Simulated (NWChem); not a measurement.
Program: NWChem. System: CHO (+1), charge 1, spin multiplicity 1, optimised in this run. The structure started from a generated list of species. Level: PBE/def2-SVP.

NWChem printed:

```
             Northwest Computational Chemistry Package (NWChem) 7.3.0
             --------------------------------------------------------

                                NWChem Input Module
                                -------------------

 Scaling coordinates for geometry "geometry" by  1.889725989
 (inverse scale =  0.529177249)

 Turning off AUTOSYM since
 SYMMETRY directive was detected!

          ------
          auto-z
          ------
  autoz: insufficient variables                     2                    3
     1 autoz failed with cvr_scaling = 1.2 changing to 1.3
  autoz: insufficient variables                     2                    3
     2 autoz failed with cvr_scaling = 1.3 changing to 1.4
  autoz: insufficient variables                     2                    3
     3 autoz failed with cvr_scaling = 1.4 changing to 1.5
  autoz: insufficient variables                     2                    3
     4 autoz failed with cvr_scaling = 1.5 changing to 1.6
  autoz: insufficient variables                     2                    3
     5 autoz failed with cvr_scaling = 1.6 changing to 1.7
  autoz: insufficient variables                     2                    3

 AUTOZ failed to generate good internal coordinates.
 Cartesian coordinates will be used in optimizations.

                             Geometry "geometry" -> ""
                             -------------------------

 Output coordinates in angstroms (scale by  1.889725989 to convert to a.u.)

  No.       Tag          Charge          X              Y              Z
 ---- ---------------- ---------- -------------- -------------- --------------
    1 C                    6.0000     0.00000000     0.00000000    -0.50845880
    2 O                    8.0000     0.00000000     0.00000000     0.58212720
    3 H                    1.0000     0.00000000     0.00000000    -1.60626480

 Effective nuclear repulsion energy (a.u.)      28.1173748140

            Nuclear Dipole moment (a.u.)
            ----------------------------
        X                 Y               Z
 ---------------- ---------------- ----------------
     0.0000000000     0.0000000000     0.0000000000

      Symmetry information
      --------------------

 Group name             C2v
 Group number             16
 Group order               4
 No. of unique centers     3

      Symmetry unique atoms

     1    2    3


 Summary of "ao basis" -> "" (spherical)
 ------------------------------------------------------------------------------
       Tag                 Description            Shells   Functions and Types
 ---------------- ------------------------------  ------  ---------------------
 *                          def2-svp                  on all atoms

  pbe96 is a nonlocal functional; adding pw91lda local functional.

                           NWChem Geometry Optimization
                           ----------------------------

 maximum gradient threshold         (gmax) =   0.000450
 rms gradient threshold             (grms) =   0.000300
 maximum cartesian step threshold   (xmax) =   0.001800
 rms cartesian step threshold       (xrms) =   0.001200
 fixed trust radius                (trust) =   0.300000
 maximum step size to saddle      (sadstp) =   0.100000
 energy precision                  (eprec) =   5.0D-06
 maximum number of steps          (nptopt) =   80
 initial hessian option           (inhess) =    0
 line search option               (linopt) =    1
 hessian update option            (modupd) =    1
 saddle point option              (modsad) =    0
 initial eigen-mode to follow     (moddir) =    0
 initial variable to follow       (vardir) =    0
 follow first negative mode     (firstneg) =    T
 apply conjugacy                    (opcg) =    F
 source of zmatrix                         =

          -------------------
          Energy Minimization
          -------------------

 Using diagonal initial Hessian

          --------
          Step   0
          --------

                         Geometry "geometry" -> "geometry"
                         ---------------------------------

 Output coordinates in angstroms (scale by  1.889725989 to convert to a.u.)

  No.       Tag          Charge          X              Y              Z
[...]
               1            2            3            4            5            6            7            8            9
   ----- ----- ----- ----- -----
    1    6.02249D+00
    2   -2.47677D-07  6.02249D+00
    3    8.46138D-08  7.66412D-08  1.47333D+02
    4   -2.60942D+00 -1.23103D-10  7.35843D-10  1.13094D+00
    5   -1.23156D-10 -2.60942D+00  1.90144D-09 -1.79824D-11  1.13094D+00
    6    5.04934D-08  4.80917D-08 -1.02906D+02 -3.40426D-08 -2.97491D-08  8.81212D+01
    7   -1.03858D+01  4.75154D-09 -4.35872D-09  4.50007D+00 -7.72687D-10  1.96144D-09  1.79103D+01
    8    4.75163D-09 -1.03858D+01 -1.98925D-09 -7.72831D-10  4.50007D+00 -6.26241D-10 -1.23529D-08  1.79103D+01
    9    7.57358D-08  7.94681D-08 -9.84364D+01 -6.36825D-08 -6.05013D-08  4.03434D+00 -6.86776D-09 -1.10200D-07  3.23596D+02


 ----------------------------------------------------------------------------
 Normal Eigenvalue ||         Derivative Dipole Moments (debye/angs)
  Mode   [cm**-1]  ||      [d/dqX]             [d/dqY]           [d/dqZ]
 ------ ---------- || ------------------ ------------------ -----------------
    1       -2.061 ||      -0.001              -0.001             0.892
    2       -1.352 ||       1.015               1.011             0.001
    3       -1.348 ||      -1.011               1.015            -0.000
    4        2.746 ||       0.169               0.168            -0.000
    5        2.746 ||       0.169              -0.169            -0.000
    6      813.813 ||      -0.463              -0.461             0.000
    7      813.813 ||      -0.461               0.463             0.000
    8     2200.968 ||       0.000               0.000             1.651
    9     3150.939 ||      -0.000              -0.000             2.315
 ----------------------------------------------------------------------------

 ----------------------------------------------------------------------------
 Normal Eigenvalue ||                 Infra Red Intensities
  Mode   [cm**-1]  || [atomic units] [(debye/angs)**2] [(KM/mol)] [arbitrary]
 ------ ---------- || -------------- ----------------- ---------- -----------
    1       -2.061 ||    0.034480           0.795        33.613       5.130
    2       -1.352 ||    0.089010           2.054        86.772      13.244
    3       -1.348 ||    0.089001           2.053        86.762      13.242
    4        2.746 ||    0.002467           0.057         2.404       0.367
    5        2.746 ||    0.002476           0.057         2.414       0.368
    6      813.813 ||    0.018510           0.427        18.044       2.754
    7      813.813 ||    0.018510           0.427        18.044       2.754
    8     2200.968 ||    0.118142           2.726       115.170      17.578
    9     3150.939 ||    0.232288           5.359       226.446      34.562
 ----------------------------------------------------------------------------

        Vibrational analysis via the FX method
  --- with translations and rotations projected out ---
  --- via the Eckart algorithm                      ---
 Dependent rotation vector no.                    3
  found in ECKART; assuming linear geometry
 Projected Nuclear Hessian trans-rot subspace norm:1.5820D-32
                         (should be close to zero!)

          --------------------------------------------------------
          MASS-WEIGHTED PROJECTED HESSIAN (Hartree/Bohr/Bohr/Kamu)
          --------------------------------------------------------

               1            2            3            4            5            6            7            8            9
   ----- ----- ----- ----- -----
    1    6.02253D+00
    2   -1.10803D-07  6.02253D+00
    3    1.24639D-08  8.53870D-09  1.47334D+02
    4   -2.60886D+00  4.79980D-08 -5.39915D-09  1.13012D+00
    5    4.79980D-08 -2.60886D+00 -3.69883D-09 -2.07920D-08  1.13012D+00
    6    8.39372D-09  7.18054D-09 -1.02906D+02 -3.63603D-09 -3.11050D-09  8.81209D+01
    7   -1.03883D+01  1.91125D-07 -2.14990D-08  4.50004D+00 -8.27921D-08 -1.44784D-08  1.79188D+01
    8    1.91125D-07 -1.03883D+01 -1.47284D-08 -8.27921D-08  4.50004D+00 -1.23858D-08 -3.29672D-07  1.79188D+01
    9   -7.64471D-08 -5.80698D-08 -9.84356D+01  3.31157D-08  2.51549D-08  4.03377D+00  1.31864D-07  1.00165D-07  3.23595D+02

 center of mass
 --------------
 x =   0.00000000 y =   0.00000000 z =   0.12709524

 moments of inertia (a.u.)
 ------------------
          41.365312405380           0.000000000000           0.000000000000
           0.000000000000          41.365312405380           0.000000000000
           0.000000000000           0.000000000000           0.000000000000

 Rotational Constants
 --------------------
 A=   0.000000 cm-1  (  0.000000 K)
 B=   1.455330 cm-1  (  2.093848 K)
 C=   1.455330 cm-1  (  2.093848 K)

 Temperature                      =   298.15K
 frequency scaling parameter      =   1.0000

 Linear Molecule

 Zero-Point correction to Energy  =    9.973 kcal/mol  (  0.015894 au)
 Thermal correction to Energy     =   11.547 kcal/mol  (  0.018402 au)
 Thermal correction to Enthalpy   =   12.140 kcal/mol  (  0.019346 au)

 Total Entropy                    =   48.241 cal/mol-K
   - Translational                =   36.012 cal/mol-K (mol. weight =  29.0027)
   - Rotational                   =   11.836 cal/mol-K (symmetry #  =        1)
   - Vibrational                  =    0.393 cal/mol-K

 Cv (constant volume heat capacity) =    6.227 cal/mol-K
   - Translational                  =    2.979 cal/mol-K
   - Rotational                     =    1.986 cal/mol-K
   - Vibrational                    =    1.261 cal/mol-K


 ----------------------------------------------------------------------------
 Normal Eigenvalue ||    Projected Derivative Dipole Moments (debye/angs)
  Mode   [cm**-1]  ||      [d/dqX]             [d/dqY]           [d/dqZ]
 ------ ---------- || ------------------ ------------------ -----------------
    1       -0.000 ||       0.000              -0.247            -0.000
    2       -0.000 ||       1.002              -0.000             0.000
    3        0.000 ||      -1.052               0.000            -0.000
    4        0.000 ||      -0.000               1.431             0.000
    5        0.000 ||       0.000               0.000             0.892
    6      813.943 ||       0.463               0.461            -0.000
    7      813.943 ||      -0.461               0.463             0.000
    8     2200.971 ||       0.000               0.000             1.651
    9     3150.934 ||      -0.000              -0.000             2.315
 ----------------------------------------------------------------------------

 ----------------------------------------------------------------------------
 Normal Eigenvalue ||           Projected Infra Red Intensities
  Mode   [cm**-1]  || [atomic units] [(debye/angs)**2] [(KM/mol)] [arbitrary]
 ------ ---------- || -------------- ----------------- ---------- -----------
    1       -0.000 ||    0.002648           0.061         2.582       0.394
    2       -0.000 ||    0.043488           1.003        42.394       6.471
    3        0.000 ||    0.047980           1.107        46.774       7.139
    4        0.000 ||    0.088820           2.049        86.586      13.215
    5        0.000 ||    0.034480           0.795        33.612       5.130
    6      813.943 ||    0.018518           0.427        18.053       2.755
    7      813.943 ||    0.018518           0.427        18.053       2.755
    8     2200.971 ||    0.118142           2.726       115.170      17.578
    9     3150.934 ||    0.232288           5.359       226.446      34.562
 ----------------------------------------------------------------------------

 Task  times  cpu:        3.9s     wall:        3.9s

 Total times  cpu:        5.0s     wall:        5.0s
```

Task: Write an NWChem input that would produce this output.

Result: This is not unique; one that fits is 
```
start mol
memory heap 200 mb stack 900 mb global 1100 mb
charge 1
geometry units angstroms
  C      0.000000     0.000000    -0.508459
  O      0.000000     0.000000     0.582127
  H      0.000000     0.000000    -1.606265
  symmetry group C2v
end
basis spherical
  * library def2-svp
end
dft
  xc xpbe96 cpbe96
  semidirect memsize 60000000 filesize 0
  iterations 100
end
driver
  maxiter 80
end
task dft optimize
task dft freq
```
